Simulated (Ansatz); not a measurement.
in.yaml

```yaml
crystal:
  periodic: [false, false, false]
  atoms:
    - {symbol: Ge, position_ang: [0.055789, 0.020003, 1.691340]}
    - {symbol: O, position_ang: [-0.109085, -0.422797, 0.000843]}
    - {symbol: Ge, position_ang: [-0.032465, 0.052687, -1.719781]}
    - {symbol: H, position_ang: [0.050644, 1.472598, 2.036339]}
basis:
  gaussian: {orbitals: cc-pVDZ}
magnetization: {spin_polarized: true, initial_magnetization: 3}
hamiltonian: {xc: {name: PBE}}
correlation: {method: rpa, electrons: outside_noble_gas}
```

```sh
$ ansatz run in.yaml --threads 1 --pin off --events-out ev --progress --plain --max-ram 2393MiB
```

The program prints:

```
827 factors; integrals over basis functions are off by at most 1.1e-3 eV
mean field evaluation 1: about -115070.0417 eV, gradient 4.1e1 eV
mean field evaluation 2: about -115070.0429 eV, gradient 4.1e1 eV
mean field evaluation 4: about -115075.0979 eV, gradient 1.3e1 eV
mean field evaluation 8: about -115076.2844 eV, gradient 2.4e-1 eV
mean field evaluation 16: about -115076.2839 eV, gradient 1.5e-4 eV
mean field evaluation 32: about -115075.3669 eV, gradient 9.1e0 eV
mean field -115076.28389393 eV, -4228.9754315950 hartree, gradient 7.8e-6 eV, S^2 3.755519; 4 other end points of the search recorded, 0 dependent functions left out
29 core orbitals not correlated: weight in the atoms' cores, before any rotation towards them, 0.981 or more for the frozen orbitals, at most 0.030 for the correlated occupied ones
reference -114995.04734840 eV, -4225.9900436111 hartree; 9, 6 occupied and 35, 38 virtual orbitals, 827 factors
Total energy: -115009.52021969 eV, -4226.5219118208 hartree
```

Ran on 1 thread of Arm Neoverse V1, shared host: 8 s wall, 0.17 GiB peak host memory.
